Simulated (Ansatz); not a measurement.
A calculation with Ansatz (development build ahead of 0.2.0).

```yaml
crystal:
  periodic: [false, false, false]
  atoms:
    - { symbol: Mg, position_ang: [0.0, 0.0, 0.0] }
    - { symbol: O, position_ang: [0.0, 0.0, 2.275] }
basis:
  gaussian: { orbitals: "6-31G" }
magnetization:
  spin_polarized: true
hamiltonian:
  xc: pbe0
scf:
  omitted_lower_state_checks: [stability, starts, atomic_configurations, cluster_reference, orbital_swaps, given_window_search, neighbouring_geometries, increment]
output:
  forces: true
```

The input is written out in the form of the current development build from the run's settings.

The run gave:

| Item | Value |
| --- | --- |
| Converged | yes |
| Total energy | -274.93553 hartree |
| Spin squared of the determinant | 0.000 |

Forces (eV/Å):
```
atom     Fx     Fy      Fz
 Mg1  0.000  0.000   3.204
  O2  0.000  0.000  -3.204
```

This is not the lowest solution: another run reaches a determinant 1.22 eV lower.
